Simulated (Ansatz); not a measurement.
System: rock-salt MgS. Method: r²SCAN0 in Ansatz (PAW).

Settings: plane-wave cutoff 600 eV, 10×10×10 k mesh, finite displacements, scalar-relativistic PAW data made under PBE.

Computed at the level's own relaxed cell.

MgS has the cubic space group Fm-3m (No. 225), the rock salt structure, Pearson symbol cF8. Cell: a = b = c = 5.1854 Å, α = β = γ = 90.00°. Mg on 4a sees 6 S at 2.593 Å (octahedral). S on 4b sees 6 Mg at 2.593 Å (octahedral). (Neighbours: up to the widest gap in distance over summed covalent radii, below 1.35, at either atom; cation-cation and far metal-metal contacts left out.)
(The calculation used a cell of 2 atoms; values per cell refer to that cell.)

Harmonic phonon frequencies (cm⁻¹; i marks an imaginary mode; at Γ without the LO shift):

| q point | frequencies |
|---|---|
| Γ | (withheld) |
| X | 138 138 200 270 270 312 |
| L | 184 184 204 204 312 374 |

Problem. Fill in the missing entries.

Solution. 
- Γ, frequencies: 0 0 0 240 240 240

Measured, for comparison: zone-centre TO phonon frequency 240 cm⁻¹ (temperature not stated, no zero-point or thermal correction; as tabulated in Chmeruk and Núñez-Valdez (2023), arXiv:2212.11645). Computed (rounded) less measured: zone-centre TO phonon frequency 0.0 %.

No imaginary mode appears at these points.

Ansatz is a first-principles code.
